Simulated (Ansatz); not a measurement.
# AlCO (doublet): relaxing a cheap start

Where does this start of AlCO (doublet) end when it is relaxed?

Method: UKS PBE0/def2-TZVP; program: Ansatz 0.2.0, Gaussian basis.

## Step 1: Starting geometry

3 atoms, charge 0, spin multiplicity 2.

Atoms are counted from 1 here; the program's logs count them from 0.

Bond lengths: Al1–O2 1.717 Å, O2–C3 1.227 Å. Angles: Al1–O2–C3 180.0°.

The start was built by rule and, where that kept it together, relaxed with GFN2-xTB. Sticks and bond lists go by distance. 

## Step 2: The run

Input file in.yaml:

```yaml
crystal:
  periodic: [false, false, false]
  atoms:
    - {symbol: Al, position_ang: [0.000000, 0.000000, -1.553327]}
    - {symbol: O, position_ang: [0.000000, 0.000000, 0.163358]}
    - {symbol: C, position_ang: [0.000000, 0.000000, 1.389969]}
basis:
  gaussian: {orbitals: def2-TZVP}
magnetization: {spin_polarized: true, initial_magnetization: 1}
hamiltonian: {xc: pbe0}
relax: {f_tol: 0.004, max_steps: 80}
```

The run is started by

```
> ansatz run in.yaml --threads 1 --pin off --events-out ev --progress --plain --max-ram 2176MiB
```

What does the calculation give? Wanted: energy gained; shift from the start; total energy; dipole moment; ⟨S²⟩.

**Answer**, as computed:

| quantity | value |
| --- | --- |
| steps | 22 |
| energy gained | 0.338 eV |
| shift from the start (rms) | 0.804 Å |
| total energy | -9673.1245 eV |
| dipole moment | 0.11 D |
| ⟨S²⟩ | 0.757 |

**Reading.** By distance, Al1–O2 opened. Al1–O2 went from 1.717 to 3.472 Å. No vibrations were run, so this is a stationary point, not a proven minimum, and this spin need not be the ground state's.
